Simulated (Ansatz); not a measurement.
BiOBr (P4/nmm, No. 129) was calculated with r²SCANh (Ansatz, a quantum-chemistry and plane-wave program, PAW).

Numerical settings: plane-wave cutoff 520 eV, 6×6×4 k mesh (along the axes of the cell as run), Fermi–Dirac smearing 0.01 eV, scalar-relativistic PAW data made under PBE.

Cell (measured lattice):

BiBrO is modelled in the tetragonal space group P4/nmm, origin choice 1 (No. 129), Pearson symbol tP6. Cell: a = 3.9160 Å, b = 3.9160 Å, c = 8.0770 Å, α = 90.00°, β = 90.00°, γ = 90.00°. Bi on 2c is surrounded by 4 O at 2.320 Å and 4 Br at 3.178 Å. O on 2a sees 4 Bi at 2.320 Å (tetrahedral). Br on 2c is surrounded by 4 Bi at 3.178 Å. (Neighbours: up to the widest gap in distance over summed covalent radii, below 1.35, at either atom; cation-cation and far metal-metal contacts left out.)

Q: Give the computed band gap, smallest direct gap on the k points sampled and Γ–Γ gap.

A: 
- band gap = 3.11 eV
- smallest direct gap on the k points sampled = 3.34 eV
- Γ–Γ gap = 4.08 eV

Note: cell and atoms aren't relaxed at this level (largest force component 0.12 eV/Å, pressure 0.6 GPa).

Spin–orbit coupling is not included; with these elements it can move the gap by several tenths of an eV or more.

Static lattice: no zero-point or thermal effects.

Computing time: very roughly 15 core-minutes.
